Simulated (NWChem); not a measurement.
**Extrapolating the MP2 correlation energy of disilane (H6Si2)**

```xyz
8

Si     1.1759     0.0521     0.0000
Si    -1.1759    -0.0521     0.0000
H      1.6663     0.7806     1.2230
H      1.6663     0.7806    -1.2230
H      1.7601    -1.3356     0.0000
H     -1.6663    -0.7806     1.2230
H     -1.6663    -0.7806    -1.2230
H     -1.7601     1.3356     0.0000
```
Charge 0, spin multiplicity 1.

Program: NWChem. Structure: optimised with PBE/def2-SVP, a minimum by its harmonic frequencies.

The correlated methods keep 10 core orbitals frozen.

Worked example. The MP2 correlation energy is -214.30 mHa in cc-pVDZ and -264.37 mHa in cc-pVTZ. The form E(X) = E∞ + A/X³ turns the pair into an estimate of the basis-set limit.

E∞ = (3³·(-264.37) − 2³·(-214.30))/(3³ − 2³) = -285.5 mHa. The larger basis holds 93 % of that, at about 4 times the processor time of the smaller one. This is a two-point estimate, and a rough one from so small a pair.
